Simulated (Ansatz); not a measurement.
# CHB (triplet): from Hartree-Fock to the top rungs at distance B1–C2 = 3.626 Å, 6-31G

Aim: climb from Hartree-Fock through coupled cluster and multireference methods for CHB (triplet) at one geometry and basis, and see what each rung misses.

Program: Ansatz 0.2.0, Gaussian basis. Level of theory: 6-31G, core rule «outside noble gas», up to 2 orbitals frozen. These are calculated values, not measurements.

The runs, in order: UHF; CCSD(T) on ROHF; CCSD(T) on UHF; BCCD(T) on ROHF; CISD; CCSDT(Q) on ROHF; CCSDT(Q) on UHF; CISDTQ; CCSDTQ on ROHF; CASSCF and MRCISD+Q, 4 electrons in 4 orbitals; CASSCF and NEVPT2, 4 electrons in 4 orbitals; CASSCF and MRCISD+Q, 8 electrons in 9 orbitals; CASSCF and NEVPT2, 8 electrons in 9 orbitals; Full CI.

25 further runs of the same task are left out: 2 for a mislabelled method, 1 for a known fault of the program, 18 that didn't finish, 4 set aside as unsound or not needed.

**1. The geometry**

The geometry derives from a PBE0/def2-TZVP stationary point (not a proven minimum). One bond is set to the value named and the two fragments are kept rigid.

3 atoms, charge 0, spin multiplicity 3.

Atoms are counted from 1 here; the program's logs count them from 0.

Bond lengths: C2–H3 1.071 Å.

**2. UHF**

Input file in.yaml:

```yaml
crystal:
  periodic: [false, false, false]
  atoms:
    - {symbol: B, position_ang: [0.000000, 0.000000, 2.774267]}
    - {symbol: C, position_ang: [0.000000, 0.000000, -0.851733]}
    - {symbol: H, position_ang: [0.000000, 0.000000, -1.922535]}
basis:
  gaussian: {orbitals: 6-31G}
magnetization: {spin_polarized: true, initial_magnetization: 2}
hamiltonian: {xc: hf}
output: {orbitals: {seedname: orbitals}}
```

Run with:

```
ansatz run in.yaml --threads 1 --pin off --events-out ev --progress --plain --max-ram 2393MiB
```

Further steps of the session: CCSD(T) on ROHF; CCSD(T) on UHF; BCCD(T) on ROHF; CISD; CCSDT(Q) on ROHF; CCSDT(Q) on UHF; CISDTQ; CCSDTQ on ROHF; CASSCF and MRCISD+Q, 4 electrons in 4 orbitals; CASSCF and NEVPT2, 4 electrons in 4 orbitals; CASSCF and MRCISD+Q, 8 electrons in 9 orbitals; CASSCF and NEVPT2, 8 electrons in 9 orbitals; Full CI.

Before running them: what should the planned runs give, taken together? Wanted: FCI below the RHF energy; RMP2 from FCI; UMP2 from FCI; RCCSD from FCI; RCCSD(T) from FCI; UCCSD(T) from FCI; RCCSDT(Q) from FCI; UCCSDT(Q) from FCI; NEVPT2 pair from FCI.

As calculated:

| quantity | value |
| --- | --- |
| FCI below the RHF energy | -3.0043 eV |
| RMP2 from FCI | +1149.4 meV |
| UMP2 from FCI | +902.9 meV |
| RCCSD from FCI | +114.5 meV |
| RCCSD(T) from FCI | +83.3 meV |
| UCCSD(T) from FCI | +56.1 meV |
| RCCSDT(Q) from FCI | +28.1 meV |
| UCCSDT(Q) from FCI | +3.0 meV |
| NEVPT2 pair from FCI | +924.0 meV |
| MRCISD+Q pair from FCI | -13.5 meV |
| levels within 1 kcal/mol (43 meV) | UCCSDT, RCCSDT(Q), UCCSDT(Q), MRCISD+Q pair |
| T1 diagnostic | 0.011 |
| effectively unpaired electrons | 3.64 |

In words: RCCSD(T) misses by +83.3 meV, 2.8 % of the correlation energy. CCSD(T) misses by +83.3 meV on the restricted determinant and by +56.1 meV on the unrestricted one; the two need not hold the same state or core. MRCISD+Q pair falls below full CI: the +Q correction isn't variational, and the cores differ from full CI's. The occupations show strong static correlation (3.6 unpaired electrons where one determinant has 2). Coupled cluster on one determinant still stays close here. Of the multireference levels listed MRCISD+Q pair comes nearest in total energy (-13.5 meV), which doesn't show that its space is the better one. These misses are within one basis, not against nature; the frozen cores of restricted and unrestricted runs differ, which can shift their rows.
